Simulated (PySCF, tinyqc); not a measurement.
Inside a calculation. Method: CID on RHF in the sto-3g basis, frozen core, for LiH, spin multiplicity 1. The lowest restricted solution is unstable here: a spin-polarised one lies 0.0767 hartree lower (PySCF). Computed by tinyqc, a small Python program that keeps every step (integrals from PySCF). Settings: charge = 0, multiplicity = 1, basis = sto-3g, method = RHF, frozen orbitals = 1, energy threshold = 1e-10, iteration cap = 50, orthogonalisation = symmetric, start = Wolfsberg-Helmholz matrix, DIIS depth = 6, ci = CID, davidson = 1. Command: `OMP_NUM_THREADS=1 python tinyqc.py 27718 27719 out.jsonl` (the two numbers bound the seeds that draw the settings). One thread of a shared host (Intel(R) Xeon(R) Processor @ 2.60GHz), about 0.1 s of CPU time with the checks. The early iterations of the SCF are left out here.

## One-electron integrals

Geometry (angstrom):
```
atom         x         y         z
Li    0.000000  0.000000  0.000000
H     0.000000  0.000000  2.995000
```

Basis sto-3g: exponents (1/bohr^2) and contraction coefficients of normalised primitives:
```
element  l (shell)   exponent  coefficient
Li           s (1)  16.119575     0.154329
Li           s (1)   2.936201     0.535328
Li           s (1)   0.794651     0.444635
Li           s (2)   0.636290    -0.099967
Li           s (2)   0.147860     0.399513
Li           s (2)   0.048089     0.700115
Li           p (3)   0.636290     0.155916
Li           p (3)   0.147860     0.607684
Li           p (3)   0.048089     0.391957
H            s (1)   3.425251     0.154329
H            s (1)   0.623914     0.535328
H            s (1)   0.168855     0.444635
```

Overlap, kinetic and nuclear-attraction integrals over the contracted functions; the nuclear repulsion is the sum of Za Zb / Rab.

nuclear repulsion = 0.53006065 hartree

overlap S, order 1Li 1s, 1Li 2s, 1Li 2px, 1Li 2py, 1Li 2pz, 2H 1s:
$$\begin{pmatrix}
1.000000 & 0.241137 & 0.000000 & 0.000000 & 0.000000 & 0.001984 \\
0.241137 & 1.000000 & 0.000000 & 0.000000 & 0.000000 & 0.124058 \\
0.000000 & 0.000000 & 1.000000 & 0.000000 & 0.000000 & 0.000000 \\
0.000000 & 0.000000 & 0.000000 & 1.000000 & 0.000000 & 0.000000 \\
0.000000 & 0.000000 & 0.000000 & 0.000000 & 1.000000 & 0.193161 \\
0.001984 & 0.124058 & 0.000000 & 0.000000 & 0.193161 & 1.000000
\end{pmatrix}$$

kinetic energy T (hartree), order 1Li 1s, 1Li 2s, 1Li 2px, 1Li 2py, 1Li 2pz, 2H 1s:
$$\begin{pmatrix}
3.576786 & -0.020237 & 0.000000 & 0.000000 & 0.000000 & -0.001813 \\
-0.020237 & 0.102163 & 0.000000 & 0.000000 & 0.000000 & -0.002088 \\
0.000000 & 0.000000 & 0.319682 & 0.000000 & 0.000000 & 0.000000 \\
0.000000 & 0.000000 & 0.000000 & 0.319682 & 0.000000 & 0.000000 \\
0.000000 & 0.000000 & 0.000000 & 0.000000 & 0.319682 & 0.004884 \\
-0.001813 & -0.002088 & 0.000000 & 0.000000 & 0.004884 & 0.760032
\end{pmatrix}$$

nuclear attraction V (hartree), order 1Li 1s, 1Li 2s, 1Li 2px, 1Li 2py, 1Li 2pz, 2H 1s:
$$\begin{pmatrix}
-8.159568 & -1.006949 & 0.000000 & 0.000000 & -0.004597 & -0.006992 \\
-1.006949 & -1.382447 & 0.000000 & 0.000000 & -0.054118 & -0.160240 \\
0.000000 & 0.000000 & -1.361093 & 0.000000 & 0.000000 & 0.000000 \\
0.000000 & 0.000000 & 0.000000 & -1.361093 & 0.000000 & 0.000000 \\
-0.004597 & -0.054118 & 0.000000 & 0.000000 & -1.395730 & -0.251001 \\
-0.006992 & -0.160240 & 0.000000 & 0.000000 & -0.251001 & -1.756674
\end{pmatrix}$$

core Hamiltonian H = T + V (hartree), order 1Li 1s, 1Li 2s, 1Li 2px, 1Li 2py, 1Li 2pz, 2H 1s:
$$\begin{pmatrix}
-4.582782 & -1.027186 & 0.000000 & 0.000000 & -0.004597 & -0.008805 \\
-1.027186 & -1.280284 & 0.000000 & 0.000000 & -0.054118 & -0.162328 \\
0.000000 & 0.000000 & -1.041411 & 0.000000 & 0.000000 & 0.000000 \\
0.000000 & 0.000000 & 0.000000 & -1.041411 & 0.000000 & 0.000000 \\
-0.004597 & -0.054118 & 0.000000 & 0.000000 & -1.076048 & -0.246117 \\
-0.008805 & -0.162328 & 0.000000 & 0.000000 & -0.246117 & -0.996642
\end{pmatrix}$$

## Two-electron integrals

Functions are numbered as in S; the eight-fold symmetry (ij|kl) = (ji|kl) = (kl|ij) leaves the list below.

Two-electron integrals (ij|kl) in chemists' order, unique and non-zero (hartree):
```
(11|11) 1.680395   (21|11) 0.265420   (21|21) 0.049941   (22|11) 0.397727
(22|21) 0.092860   (22|22) 0.290562   (31|31) 0.008981   (32|31) 0.013788
(32|32) 0.064184   (33|11) 0.396640   (33|21) 0.092880   (33|22) 0.290497
(33|33) 0.312946   (41|41) 0.008981   (42|41) 0.013788   (42|42) 0.064184
(43|43) 0.016869   (44|11) 0.396640   (44|21) 0.092880   (44|22) 0.290497
(44|33) 0.279207   (44|44) 0.312946   (51|51) 0.008981   (52|51) 0.013788
(52|52) 0.064184   (53|53) 0.016869   (54|54) 0.016869   (55|11) 0.396640
(55|21) 0.092880   (55|22) 0.290497   (55|33) 0.279207   (55|44) 0.279207
(55|55) 0.312946   (61|11) 0.001879   (61|21) 0.000369   (61|22) 0.000747
(61|33) 0.000732   (61|44) 0.000732   (61|51) 0.000063   (61|52) 0.000133
(61|55) 0.000777   (61|61) 3.34e-06   (62|11) 0.027868   (62|21) 0.006698
(62|22) 0.025923   (62|33) 0.024373   (62|44) 0.024373   (62|51) 0.000883
(62|52) 0.008085   (62|55) 0.028987   (62|61) 0.000067   (62|62) 0.006643
(63|31) 0.000204   (63|32) 0.001482   (63|53) 0.000801   (63|63) 0.000208
(64|41) 0.000204   (64|42) 0.001482   (64|54) 0.000801   (64|64) 0.000208
(65|11) 0.042370   (65|21) 0.010198   (65|22) 0.039813   (65|33) 0.037290
(65|44) 0.037290   (65|51) 0.001371   (65|52) 0.012695   (65|55) 0.044807
(65|61) 0.000102   (65|62) 0.010569   (65|65) 0.016836   (66|11) 0.176687
(66|21) 0.042605   (66|22) 0.174843   (66|33) 0.163792   (66|44) 0.163792
(66|51) 0.004596   (66|52) 0.052990   (66|55) 0.196601   (66|61) 0.000412
(66|62) 0.062869   (66|65) 0.101138   (66|66) 0.774606
```

## Orthogonalisation

S = U s U^T; symmetric (Loewdin) form X = U s^(-1/2) U^T, so that X^T S X = 1.

eigenvalues of S: [0.708646, 0.839681, 1.000000, 1.000000, 1.158344, 1.293330]

X, order 1Li 1s, 1Li 2s, 1Li 2px, 1Li 2py, 1Li 2pz, 2H 1s:
$$\begin{pmatrix}
1.023018 & -0.126383 & 0.000000 & 0.000000 & -0.001820 & 0.011132 \\
-0.126383 & 1.029292 & 0.000000 & 0.000000 & 0.009739 & -0.066460 \\
0.000000 & 0.000000 & 1.000000 & 0.000000 & 0.000000 & 0.000000 \\
0.000000 & 0.000000 & 0.000000 & 1.000000 & 0.000000 & 0.000000 \\
-0.001820 & 0.009739 & 0.000000 & 0.000000 & 1.014561 & -0.099942 \\
0.011132 & -0.066460 & 0.000000 & 0.000000 & -0.099942 & 1.020798
\end{pmatrix}$$

## Starting guess

The start is the generalised Wolfsberg-Helmholz matrix (K = 1.75) built on H; D = 2 C_occ C_occ^T.

D at the start, order 1Li 1s, 1Li 2s, 1Li 2px, 1Li 2py, 1Li 2pz, 2H 1s:
$$\begin{pmatrix}
1.976206 & 0.018494 & 0.000000 & 0.000000 & -0.114345 & -0.111530 \\
0.018494 & 0.213187 & 0.000000 & 0.000000 & 0.406645 & 0.368627 \\
0.000000 & 0.000000 & 0.000000 & 0.000000 & 0.000000 & 0.000000 \\
0.000000 & 0.000000 & 0.000000 & 0.000000 & 0.000000 & 0.000000 \\
-0.114345 & 0.406645 & 0.000000 & 0.000000 & 0.786997 & 0.714015 \\
-0.111530 & 0.368627 & 0.000000 & 0.000000 & 0.714015 & 0.647832
\end{pmatrix}$$

## Iteration 10 (converged): orbitals

converged F (hartree), order 1Li 1s, 1Li 2s, 1Li 2px, 1Li 2py, 1Li 2pz, 2H 1s:
$$\begin{pmatrix}
-2.381528 & -0.645550 & 0.000000 & 0.000000 & 0.011177 & -0.004757 \\
-0.645550 & -0.203785 & 0.000000 & 0.000000 & -0.027732 & -0.128721 \\
0.000000 & 0.000000 & 0.151140 & 0.000000 & 0.000000 & 0.000000 \\
0.000000 & 0.000000 & 0.000000 & 0.151140 & 0.000000 & 0.000000 \\
0.011177 & -0.027732 & 0.000000 & 0.000000 & 0.109518 & -0.123797 \\
-0.004757 & -0.128721 & 0.000000 & 0.000000 & -0.123797 & -0.047818
\end{pmatrix}$$

Diagonalise F' = X^T F X, C = X C', fill 2 alpha and 2 beta electrons from the bottom; D = 2 C_occ C_occ^T. Each column has its largest component positive (the first on a tie).

F' = X^T F X (hartree):
$$\begin{pmatrix}
-2.328553 & -0.357664 & 0.000000 & 0.000000 & 0.010539 & 0.026048 \\
-0.357664 & -0.069078 & 0.000000 & 0.000000 & -0.008487 & -0.126629 \\
0.000000 & 0.000000 & 0.151140 & 0.000000 & 0.000000 & 0.000000 \\
0.000000 & 0.000000 & 0.000000 & 0.151140 & 0.000000 & 0.000000 \\
0.010539 & -0.008487 & 0.000000 & 0.000000 & 0.137014 & -0.135738 \\
0.026048 & -0.126629 & 0.000000 & 0.000000 & -0.135738 & -0.006749
\end{pmatrix}$$

orbital energies (hartree): MO1 -2.383871, MO2 -0.175785, MO3 0.057315, MO4 0.151140, MO5 0.151140, MO6 0.234975

coefficients C, order 1Li 1s, 1Li 2s, 1Li 2px, 1Li 2py, 1Li 2pz, 2H 1s:
$$\begin{pmatrix}
0.991733 & -0.157727 & -0.218024 & 0.000000 & 0.000000 & -0.081969 \\
0.032251 & 0.576970 & 0.800662 & 0.000000 & 0.000000 & 0.323931 \\
0.000000 & 0.000000 & 0.000000 & 0.309370 & 0.950942 & 0.000000 \\
0.000000 & 0.000000 & 0.000000 & 0.950942 & -0.309370 & 0.000000 \\
-0.003852 & 0.272618 & -0.504011 & 0.000000 & 0.000000 & 0.843243 \\
-0.001739 & 0.668006 & -0.377795 & 0.000000 & 0.000000 & -0.683808
\end{pmatrix}$$

D after iteration 10, order 1Li 1s, 1Li 2s, 1Li 2px, 1Li 2py, 1Li 2pz, 2H 1s:
$$\begin{pmatrix}
2.016825 & -0.118037 & 0.000000 & 0.000000 & -0.093639 & -0.214173 \\
-0.118037 & 0.667869 & 0.000000 & 0.000000 & 0.314336 & 0.770727 \\
0.000000 & 0.000000 & 0.000000 & 0.000000 & 0.000000 & 0.000000 \\
0.000000 & 0.000000 & 0.000000 & 0.000000 & 0.000000 & 0.000000 \\
-0.093639 & 0.314336 & 0.000000 & 0.000000 & 0.148671 & 0.364234 \\
-0.214173 & 0.770727 & 0.000000 & 0.000000 & 0.364234 & 0.892471
\end{pmatrix}$$

Within a degenerate level the vectors are fixed only up to a rotation; this is one choice.

## Convergence

Stop when the energy changes by less than 1e-10 hartree and every element of the error matrix X^T (F D S - S D F) X is below 3e-06.

Course of the cycle:
```
iteration  E (hartree)     change  largest element of the error matrix
1          -7.66122350          -                             1.55e-01
2          -7.69446575  -3.32e-02                             5.30e-02
3          -7.70375717  -9.29e-03                             2.34e-02
4          -7.71048591  -6.73e-03                             2.22e-02
5          -7.71124359  -7.58e-04                             3.87e-03
6          -7.71136895  -1.25e-04                             2.85e-03
7          -7.71138859  -1.96e-05                             4.84e-04
8          -7.71138932  -7.22e-07                             9.38e-06
9          -7.71138932  -2.00e-10                             8.59e-07
10         -7.71138932  -1.64e-12                             1.51e-09
```

PySCF RHF in the same basis = -7.71138932 hartree

Converged in 10 iterations.

## Populations, bond orders and dipole

Mulliken: Z minus the diagonal of D S on the atom; Loewdin: the same with S^(1/2) D S^(1/2); Mayer order: 2 sum_s sum (D(s) S)_ij (D(s) S)_ji over the two atoms.

Charges (e):
```
atom   Mulliken    Loewdin
1Li    0.058016   0.056322
2H    -0.058016  -0.056322
```

Mayer bond orders:
```
pair     order
2-1   0.996634
```

dipole moment about the origin, x y z (debye): [0.000000, 0.000000, -5.120238]

## Integrals over molecular orbitals

(pq|rs) = sum C_ip C_jq C_kr C_ls (ij|kl), one index at a time.

one-electron integrals over orbitals h = C^T H C (hartree):
$$\begin{pmatrix}
-4.574291 & 0.102763 & 0.154952 & 0.000000 & 0.000000 & 0.038307 \\
0.102763 & -1.107503 & -0.029360 & 0.000000 & 0.000000 & -0.084282 \\
0.154952 & -0.029360 & -1.049863 & 0.000000 & 0.000000 & -0.000452 \\
0.000000 & 0.000000 & 0.000000 & -1.041411 & 0.000000 & 0.000000 \\
0.000000 & 0.000000 & 0.000000 & 0.000000 & -1.041411 & 0.000000 \\
0.038307 & -0.084282 & -0.000452 & 0.000000 & 0.000000 & -1.015914
\end{pmatrix}$$

Two-electron integrals over orbitals (pq|rs), unique and non-zero (hartree); the lowest 1 orbital is frozen and left out:
```
(22|22) 0.401237    (32|22) -0.089309   (32|32) 0.060643    (33|22) 0.227128
(33|32) 0.014781    (33|33) 0.296249    (42|42) 0.021818    (43|42) 0.024213
(43|43) 0.040516    (44|22) 0.215723    (44|32) 0.035989    (44|33) 0.266534
(44|44) 0.312946    (52|52) 0.021818    (53|52) 0.024213    (53|53) 0.040516
(54|54) 0.016869    (55|22) 0.215723    (55|32) 0.035989    (55|33) 0.266534
(55|44) 0.279207    (55|55) 0.312946    (62|22) -0.091259   (62|32) 0.073231
(62|33) -0.003154   (62|44) 0.049401    (62|55) 0.049401    (62|62) 0.121798
(63|22) 0.081318    (63|32) -0.049715   (63|33) -0.031360   (63|44) -0.021797
(63|55) -0.021797   (63|62) -0.051861   (63|63) 0.058042    (64|42) 0.014587
(64|43) 0.006878    (64|64) 0.016599    (65|52) 0.014587    (65|53) 0.006878
(65|65) 0.016599    (66|22) 0.348698    (66|32) -0.047132   (66|33) 0.251968
(66|44) 0.249616    (66|55) 0.249616    (66|62) -0.035984   (66|63) 0.041634
(66|66) 0.338196
```

## CID: determinants and Hamiltonian

one-electron integrals dressed by the frozen orbital, h + 2 (pq|11) - (p1|1q) (hartree), order 2, 3, 4, 5, 6:
$$\begin{pmatrix}
-0.577022 & 0.089309 & 0.000000 & 0.000000 & 0.091259 \\
0.089309 & -0.336298 & 0.000000 & 0.000000 & -0.089405 \\
0.000000 & 0.000000 & -0.258488 & 0.000000 & 0.000000 \\
0.000000 & 0.000000 & 0.000000 & -0.258488 & 0.000000 \\
0.091259 & -0.089405 & 0.000000 & 0.000000 & -0.340625
\end{pmatrix}$$

energy of the frozen orbital, 2 h_11 + (11|11) = -7.48864212 hartree

Hartree-Fock energy = -7.71138932 hartree

Slater-Condon rules over spin orbitals, with the nuclear repulsion and the energy of the frozen orbital added and E(HF) subtracted on the diagonal. Only determinants linked to the reference directly or through others are kept (one block of an abelian symmetry group), so some states are absent.

Occupation strings over the orbitals (2 doubly, a alpha, b beta, 0 empty; spin orbitals ordered 1a 1b 2a 2b ...): 220000 202000 20a00b 200200 200020 20b00a 200002

H - E(HF) between determinants (hartree), order 220000, 202000, 20a00b, 200200, 200020, 20b00a, 200002:
$$\begin{pmatrix}
0.000000 & 0.060643 & 0.073231 & 0.021818 & 0.021818 & -0.073231 & 0.121798 \\
0.060643 & 0.376460 & -0.120765 & 0.040516 & 0.040516 & 0.120765 & 0.058042 \\
0.073231 & -0.120765 & 0.327853 & 0.006878 & 0.006878 & -0.058042 & -0.047772 \\
0.021818 & 0.040516 & 0.006878 & 0.548778 & 0.016869 & -0.006878 & 0.016599 \\
0.021818 & 0.040516 & 0.006878 & 0.016869 & 0.548778 & -0.006878 & 0.016599 \\
-0.073231 & 0.120765 & -0.058042 & -0.006878 & -0.006878 & 0.327853 & 0.047772 \\
0.121798 & 0.058042 & -0.047772 & 0.016599 & 0.016599 & 0.047772 & 0.409755
\end{pmatrix}$$

## CID: roots

Diagonalise (each vector has its largest component positive (the first on a tie)); all determinants have Ms = 0, so triplets appear too. The lowest singlet root is the correlation energy.

lowest roots of this matrix, relative to E(HF) (hartree): [-0.081918, 0.239916, 0.269811, 0.405861, 0.531909, 0.547515, 0.626383]

lowest vectors, order 220000, 202000, 20a00b, 200200, 200020, 20b00a, 200002:
$$\begin{pmatrix}
0.898467 & 0.294398 & 0.000000 & 0.307274 \\
-0.201556 & 0.727281 & 0.000000 & -0.200680 \\
-0.217031 & 0.394507 & 0.707107 & 0.268759 \\
-0.006887 & -0.115881 & 0.000000 & -0.101146 \\
-0.006887 & -0.115881 & 0.000000 & -0.101146 \\
0.217031 & -0.394507 & 0.707107 & -0.268759 \\
-0.240484 & -0.215090 & 0.000000 & 0.836891
\end{pmatrix}$$

<S^2> of these roots: [0.000000, 0.000000, 2.000000, 0.000000, 0.000000, 0.000000, 0.000000]

weight of the ground state by excitation level 0, 1, 2, ...: [0.807243, 0.000000, 0.192757]

The reference has a weight of only 0.81: one determinant is a poor start here.

## The lowest root by the Davidson method

Start from the reference; add the residual divided by (theta - H_ii), orthogonalised, at each step.

Davidson iterations:
```
iteration  subspace  lowest Ritz value (hartree)  residual norm
1                 1                            0       1.74e-01
2                 2                  -0.07951190       3.20e-02
3                 3                  -0.08188118       4.47e-03
4                 4                  -0.08191622       1.07e-03
5                 5                  -0.08191800       4.11e-17
```
